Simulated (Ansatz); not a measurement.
# H5NOSi: molecular dynamics

Aim: follow the molecule's vibrations and see whether its bonds hold. The start is relaxed first. Runs: 300 steps of 1 fs at constant energy, with velocities drawn for 1500 K. SMILES of the start: N[SiH2]O.

Method: RKS PBE0/6-31G, in Ansatz 0.2.0.

### Step 1. The starting structure

Bond lengths: Si1–H2 1.460 Å, Si1–O3 1.680 Å, O3–H4 1.010 Å, Si1–H5 1.459 Å, Si1–N6 1.819 Å, N6–H7 1.060 Å, N6–H8 1.060 Å. Angles: H2–Si1–O3 109.4°, H2–Si1–H5 109.5°, H2–Si1–N6 109.5°, O3–Si1–H5 109.5°, O3–Si1–N6 109.5°, H5–Si1–N6 109.5°, Si1–O3–H4 109.5°, Si1–N6–H7 120.0°, Si1–N6–H8 120.0°, H7–N6–H8 120.0°.

As a file:

```xyz
8

Si    0.0000    0.0000    0.0000
H     0.0000    0.0000    1.4600
O     1.5842    0.0000   -0.5594
H     1.9006   -0.9521   -0.6761
H    -0.6877    1.1914   -0.4862
N    -0.8572   -1.4851   -0.6061
H    -1.3922   -2.1014    0.0704
H    -0.8219   -1.7344   -1.6357
```

### Step 2. Preparing the start

Contents of input.yaml:

```yaml
crystal:
  periodic: [false, false, false]
  atoms:
    - { symbol: Si, position_ang: [0.0, 0.0, 0.0] }
    - { symbol: H, position_ang: [0.0, 0.0, 1.46] }
    - { symbol: O, position_ang: [1.5842, 0.0, -0.5594] }
    - { symbol: H, position_ang: [1.9006, -0.9521, -0.6761] }
    - { symbol: H, position_ang: [-0.6877, 1.1914, -0.4862] }
    - { symbol: "N", position_ang: [-0.8572, -1.4851, -0.6061] }
    - { symbol: H, position_ang: [-1.3922, -2.1014, 0.0704] }
    - { symbol: H, position_ang: [-0.8219, -1.7344, -1.6357] }
basis:
  gaussian: { orbitals: "6-31G" }
hamiltonian:
  xc: pbe0
relax:
  f_tol: 0.02
  max_steps: 40
```

Command:

```sh
ansatz run input.yaml --threads 1 --pin off --max-ram 2048MiB --backend cpu --events-out ev --progress --plain --runs-dir out
```

Further steps of the session: The run.

Before running it: what results should come out? Wanted: relaxation of the start; temperature, first and last step; temperature, second half; potential energy, second half; largest change of the total energy; bonds formed or broken.

The runs gave:

```
                          quantity                           value
           relaxation of the start         7 moves, 0.491 eV lower
                            length               300 steps of 1 fs
  temperature, first and last step                  1500 and 544 K
          temperature, second half  mean 730 K, from 318 to 1090 K
     potential energy, second half     +76 meV/atom from the start
largest change of the total energy                   3.81 meV/atom
            bonds formed or broken                               0
```

What this shows: The temperature starts at 1500 K and averages 730 K in the second half, where it ranges from 318 to 1090 K; a mean near half the start is what vibrations about a minimum give, since they share energy equally between motion and strain. The total energy strays from its start by at most 3.81 meV/atom, 5.2 % of the mean kinetic energy, which is poor: the step of 1 fs is too long for the fastest motion. The bonding pattern survives the run. 300 fs on 8 atoms is far too short and small for converged averages. The nuclei move classically, without zero-point motion, which matters most for hydrogen. The basis is very small, so the numbers are rough.
